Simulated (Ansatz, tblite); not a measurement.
Cost and result up the ladder for the cluster Li₃H₆⁻ (the lowest singlet isomer of a short search) (9 atoms). Total charge -1; singlet. Geometry: PBE-D4/def2-TZVPD.

```xyz
9

Li    0.612   -0.093   -1.566
Li   -0.423   -0.148    0.626
Li    1.831    0.618    0.351
H    -0.719   -1.146   -0.903
H     1.003   -0.172    1.764
H    -2.364   -0.361    0.363
H     0.215    1.292   -0.367
H     2.411   -0.027   -1.257
H    -2.567    0.036    0.988
```

Ansatz on 4 threads of Arm Neoverse V2 on a shared host; xTB runs through tblite on one thread. Times are rough, summed over both states, and most runs start from the orbitals of an earlier one. ωB97X-V/def2-TZVPD serves as the yardstick here, not as an exact answer. Differences are given only for rows in sets of like size (and for xTB, whose basis is part of the method), since another set adds its own error. The other state is a triplet at its own geometry, which has other bonds, so the gap mixes isomer and spin.

The xTB rows come from tblite. HSE06 is defined as in plane-wave codes, on full-range PBE exchange. Correlated methods freeze no core orbitals; core or outer-core shells of Li are correlated, in sets that lack core-valence functions. In the singlet, H6 and H9 lie 0.77 Å apart (atoms count from 1), so H2 has formed as a molecule. In the triplet geometry the species has come apart into loosely held pieces. In the triplet, H7 and H8 lie 0.76 Å apart, H6 and H9 lie 0.76 Å apart (atoms count from 1), so H2 has formed as a molecule. The structure comes from a short search, and lower isomers may exist.

Run but left out: GFN1-xTB (tight binding far off the other levels).

Correlated methods converge slowly with the basis.

xTB has no spin-polarisation term.

```csv
level,functions,wall time,triplet − singlet (eV),difference from ωB97X-V/def2-TZVPD (eV),remarks
GFN2-xTB,18,0.004 s,7.06,5.66,–
HF/STO-3G,21,0.1 s,0.40,–,–
MP2/def2-TZVPD,105,0.55 s,0.75,-0.65,–
PBE-D4/def2-TZVPD,105,1.4 s,1.16,-0.24,HOMO above zero (triplet)
revPBE-D4/def2-TZVPD,105,1.5 s,0.86,-0.54,HOMO above zero (triplet)
BLYP-D4/def2-TZVPD,105,1.6 s,1.17,-0.24,HOMO above zero (triplet)
HSE06-D4/def2-TZVPD,105,1.7 s,1.11,-0.29,HOMO above zero (triplet)
PBE0-D4/def2-TZVPD,105,2 s,1.11,-0.29,HOMO above zero (triplet)
RPA@PBE/def2-TZVPD,105,2.2 s,0.75,-0.65,–
r2SCAN-D4/def2-TZVPD,105,2.6 s,1.23,-0.17,HOMO above zero (triplet)
ωB97X-V/def2-TZVPD (with forces),105,6.5 s,1.40,0.00,–
B97M-V/def2-TZVPD,105,6.6 s,2.02,0.62,HOMO above zero (triplet)
```
